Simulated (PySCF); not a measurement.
# AlP under other conditions

How does AlP answer to another spin, charge, distance or environment?

Method: method and basis as typed in the scripts; program: PySCF 2.14.0.

2 further runs of the same task are left out: 2 that didn't finish.

## Step 1: Where the work starts

AlP: 2 atoms, charge 0, spin multiplicity 1.

Bond lengths: Al1–P2 2.260 Å.

## Step 2: Base script

File input.py:

```python
from pyscf import gto, scf

mol = gto.M(
    atom='Al 0 0 0; P 0 0 2.26',
    basis='def2-svp',
    charge=0,
    spin=0,
    verbose=4,
)
mf = scf.RHF(mol)
mf.kernel()
mf.analyze()
print('orbital energies (hartree):', mf.mo_energy[..., max(0, mol.nelec[1]-3):mol.nelec[0]+3].round(4))
```

Started as:

```bash
$ python input.py
```

Its log is not repeated here.

It gives: E(SCF) = -582.333016 Eh, 10 cycles, μ = 4.05 D.

The bond length is a typed value, not an optimised one.

## Step 3: Charge -1 (doublet, UHF)

Run 1 changes charge: 0 → -1; spin (2S): 0 → 1; SCF type: RHF → UHF.

File input.py:

```python
from pyscf import gto, scf

mol = gto.M(
    atom='Al 0 0 0; P 0 0 2.26',
    basis='def2-svp',
    charge=-1,
    spin=1,
    verbose=4,
)
mf = scf.UHF(mol)
mf.kernel()
mf.analyze()
print('orbital energies (hartree):', [e[max(0, n-3):n+3].round(4) for e, n in zip(mf.mo_energy, mol.nelec)])
```

Started as:

```bash
$ python input.py
```

## Step 4: Bond 2.102 Å

Run 2 changes bond length: 2.26 Å → 2.102 Å.

Changes to input.py since step 2:

```diff
@@ -3,3 +3,3 @@
 mol = gto.M(
-    atom='Al 0 0 0; P 0 0 2.26',
+    atom='Al 0 0 0; P 0 0 2.102',
     basis='def2-svp',
```

## Step 5: PCM, ε = 2.27

Run 3 changes solvent: none (gas phase) → PCM, ε = 2.27.

Changes to input.py since step 2:

```diff
@@ -1,2 +1,2 @@
-from pyscf import gto, scf
+from pyscf import gto, scf, solvent
 
@@ -10,2 +10,4 @@
 mf = scf.RHF(mol)
+mf = solvent.PCM(mf)
+mf.with_solvent.eps = 2.27
 mf.kernel()
```

Q: Predict the outcome of this session. Wanted: for each run, E(SCF); from base; gap, α spin; SCF dipole.

The runs gave:

```
                     run  E(SCF) (hartree)  from base (eV)  cycles  gap, α spin (eV)  SCF dipole (D)
                    base       -582.333016               0      10              6.04            4.05
charge -1 (doublet, UHF)       -582.420413         -2.3782      20              7.97             n/a
            bond 2.102 Å       -582.338844         -0.1586      10              6.23            4.01
           PCM, ε = 2.27       -582.345579         -0.3419      10              6.32            6.09
```

What this shows: Of the runs whose energies can be compared, “PCM, ε = 2.27” moves the SCF energy most (-0.342 eV). At the SCF level, adding an electron (to the doublet) releases 2.38 eV at fixed geometry. A continuum solvent with ε = 2.27 lowers the energy by 0.342 eV.
